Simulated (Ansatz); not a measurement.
I need the energy of protonation at one site of FHOSi, SMILES O[Si]F. Use Ansatz's Python interface. Use (for the species named): r2SCAN, def2-SVP basis, multiplicity 1.

Contents of `fhosi.xyz`:
```text
4

O    -0.58790    0.74980   -0.17120
Si    0.29300    0.04800    0.96960
F     0.90970   -1.22470    0.23460
H    -0.55930    0.36660   -1.05330
```

`pa_fhosi.py`:
```python
"""Adding a proton to FHOSi."""

from dataclasses import dataclass

import ansatz
import numpy as np


@dataclass
class RunConfig:
    basis_set: str = "def2-SVP"
    functional: str = "r2scan"
    net_charge: int = 1
    fmax: float = 0.01


settings = RunConfig()


def main() -> None:
    fhosi = ansatz.Crystal.molecule_from_extxyz("fhosi.xyz")

    job = fhosi.calculation()
    job = job.basis(gaussian=settings.basis_set)
    job = job.functional(settings.functional)
    symbols = [site.symbol for site in fhosi.cartesian_sites]
    start = np.array([site.position_ang for site in fhosi.cartesian_sites], dtype=float)
    summary = job.relax(force_tolerance=0.01).run().report
    end = np.array(summary["positions_ang"])

    # put the proton on the side away from the neighbours, slightly off axis
    away = sum((end[0] - end[j]) / np.linalg.norm(end[0] - end[j]) for j in [1, 3]) + np.array([0.15, 0.1, -0.2])
    proton = end[0] + 1.0 * away / np.linalg.norm(away)
    acid = ansatz.Crystal.molecule()
    for symbol, place in zip(symbols, end):
        acid = acid.atom(symbol, place.tolist())
    acid = acid.atom("H", proton.tolist())
    protonated = (
        acid.calculation()
        .basis(gaussian=settings.basis_set)
        .functional(settings.functional)
        .charge(settings.net_charge)  # electrons removed from the neutral system
        .relax(force_tolerance=settings.fmax, max_steps=80)
    )
    after = protonated.run().report
    xyz = np.array(after["positions_ang"])
    reach = np.linalg.norm(xyz[:-1] - xyz[-1], axis=1)
    print(f"base {summary['free_energy_ev']:.5f} eV, protonated {after['free_energy_ev']:.5f} eV")
    print(f"the proton ends {reach.min():.3f} A from {symbols[reach.argmin()]}{reach.argmin()}")
    print(f"electronic proton affinity {(summary['free_energy_ev'] - after['free_energy_ev']):.3f} eV")


if __name__ == "__main__":
    main()
```

```console
$ python pa_fhosi.py
base -12650.33278 eV, protonated -12658.27275 eV
the proton ends 0.978 A from O0
electronic proton affinity 7.940 eV
```

Total energies depend on the basis set; only differences at equal settings carry meaning. The proton is put on one chosen atom, which needn't be the most basic site, so the molecule's proton affinity can be higher; the ends are stationary points, not checked by frequencies, and zero-point and thermal terms count only where printed. Finished in 23 s on 1 thread of AMD EPYC 7B13 (Zen 3), with other jobs on the host, peak memory 0.22 GiB.
